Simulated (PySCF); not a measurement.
# [AlH3]− (SMILES [AlH3-]): UMP2/SBKJC (core potential)

What is the energy change on altering one bond length of [AlH3]− at UMP2/SBKJC (core potential)? The job is set up through a Python script.

The results are computed with PySCF 2.14.0.

8 further runs of the same task are left out: 8 set aside as unsound or not needed.

## Step 1: The molecule

[AlH3]− has 4 atoms, charge -1, and is taken as a doublet. SMILES: `[AlH3-]`. The shape comes from GFN2-xTB, which is rough for such elements, and wasn't checked as a minimum.

Bond lengths: Al1–H2 1.684 Å, Al1–H3 1.685 Å, Al1–H4 1.685 Å. Angles: H2–Al1–H3 101.1°, H2–Al1–H4 101.1°, H3–Al1–H4 101.1°.

## Step 2: The energy at UMP2/SBKJC (core potential)

Input file input.py:

```python
from pyscf import gto, mp

molecule = gto.Mole()
molecule.atom = '''
Al    -0.304359     0.860487    -0.580637
H      0.891800     1.424986     2.313856
H     -2.551338    -1.292308     0.095431
H      1.963898    -0.993164    -1.828669
'''
molecule.charge = -1
molecule.basis = 'sbkjc'
molecule.max_memory = 1860
molecule.verbose = 3
molecule.unit = 'bohr'
molecule.spin = 1
molecule.ecp = {'Al': 'sbkjc'}
molecule.build()

mf = molecule.UHF()
mf.conv_tol = 1e-10
mf.kernel()
if not mf.converged:
    mf = mf.newton().run(mf.mo_coeff, mf.mo_occ)

pt = mp.MP2(mf).run()
e_tot = pt.e_tot
print('E = %.10f Eh' % e_tot)
```

Launch:

```bash
$ OMP_NUM_THREADS=1 python input.py
```

Standard output:

```text
converged SCF energy = -3.58048936948541  <S^2> = 0.7530918  2S+1 = 2.0030894
E(UMP2) = -3.6220396684589  E_corr = -0.0415502989734875
E(SCS-UMP2) = -3.62829857094013  E_corr = -0.0478092014547157
E = -3.6220396685 Eh
```

Run time: 0.76 s. Hardware: 1 thread of Arm Neoverse V1, shared host; peak memory 0.12 GiB.

## Step 3: The distorted shape at the same level

Input file input.py:

```python
from pyscf import gto, mp

mol = gto.M(
    atom='Al 0.433478 1.024968 -0.486144; H 1.066458 1.323688 1.045556; H -1.350110 -0.683860 0.050500; H 1.633788 0.044058 -1.146574',
    ecp={'Al': 'sbkjc'},
    basis='sbkjc',
    spin=1,
    verbose=3,
    max_memory=1860,
    charge=-1,
)

hf = mol.UHF()
hf.conv_tol = 1e-10
hf.kernel()
if not hf.converged:
    hf = hf.newton().run(hf.mo_coeff, hf.mo_occ)

pt = mp.MP2(hf).run()
energy = pt.e_tot
print(f'total energy: {energy:.8f} hartree')
```

Launch:

```bash
$ OMP_NUM_THREADS=1 python input.py
```

Standard output:

```text
SCF not converged.
SCF energy = -3.53184839032324 after 50 cycles  <S^2> = 0.75560884  2S+1 = 2.005601
converged SCF energy = -3.53189181559551  <S^2> = 0.78385461  2S+1 = 2.0335728
E(UMP2) = -3.57627724650276  E_corr = -0.044385430907245
E(SCS-UMP2) = -3.58325997471421  E_corr = -0.0513681591186992
total energy: -3.57627725 hartree
```

It took 0.88 s on 1 thread of Arm Neoverse V1, shared host; peak memory 0.12 GiB.

## Step 4: Outcome

Level: UMP2/SBKJC (core potential).

```
                                                                   quantity        value
                                                  first shape: total energy  -3.62204 Eh
    first shape: HOMO energy (Hartree–Fock orbitals) (highest over α and β)     -1.53 eV
     first shape: LUMO energy (Hartree–Fock orbitals) (lowest over α and β)      6.27 eV
                                            first shape: correlation energy    -41.6 mEh
                             first shape: ⟨S²⟩ of the reference determinant        0.753
                                              distorted shape: total energy  -3.57628 Eh
distorted shape: HOMO energy (Hartree–Fock orbitals) (highest over α and β)     -1.81 eV
 distorted shape: LUMO energy (Hartree–Fock orbitals) (lowest over α and β)      5.68 eV
                                        distorted shape: correlation energy    -44.4 mEh
                         distorted shape: ⟨S²⟩ of the reference determinant        0.784
         energy change with the Al1–H3 bond stretched from 1.685 to 2.528 Å     1.245 eV
```

What this shows: With the Al1–H3 bond stretched from 1.685 to 2.528 Å the energy rises by 1.25 eV (29 kcal/mol). The first shape isn't relaxed at this level, so the change isn't measured from a minimum.
